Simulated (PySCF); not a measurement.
Atoms are numbered as in `[O:1]=[C:2]([F:3])[CH:4]([F:5])[F:6]` (H(Xn): hydrogen on atom n).

PySCF 2.14 calculation with coordinates at the GFN2-xTB level and σ from GIAO-PBE0/pcSseg-1; single conformer, averaged over atoms made equivalent by symmetry, fast rotation or ring inversion, isolated molecule, no relativistic terms.

Chemical shifts δ = σref − σ; TMS for 13C, 1H; H2O for 17O; CFCl3 for 19F, all at this level.

```json
{"atoms": "H(C4)", "nucleus": "1H", "count": "1", "δ (ppm)": "6.30"}
{"atoms": "F3", "nucleus": "19F", "count": "1", "δ (ppm)": "34.1"}
{"atoms": "O1", "nucleus": "17O", "count": "1", "δ (ppm)": "461.9"}
{"atoms": "C2", "nucleus": "13C", "count": "1", "δ (ppm)": "?"}
{"atoms": "C4", "nucleus": "13C", "count": "1", "δ (ppm)": "?"}
{"atoms": "F5/F6", "nucleus": "19F", "count": "2", "δ (ppm)": "-148.3"}
```

Complete the table.

Answers


- C2: 161.2 ppm, carbonyl carbon
- C4: 112.5 ppm, sp3 CH bonded to 2 F, α to a carbonyl; 2 electronegative neighbours deshield it

Shifts are as computed. Against solution values, carbons near 30 ppm lie about +3 ppm off and those near 130 ppm about +5 ppm. Of 1211 compounds with measured shifts, 218 miss one by over three times the rms of a fit or turn the order of signals round; such compounds aren't used in these exercises. Unscaled 19F shifts against computed CFCl3 carry errors that often reach 10 to 50 ppm. Unscaled 17O shifts of doubly bonded oxygen tend to come out too high, by tens of ppm or more. Experimental scales use liquid or dissolved standards, which lie at an offset from isolated H2O (liquid H2O: subtract about 36 ppm).
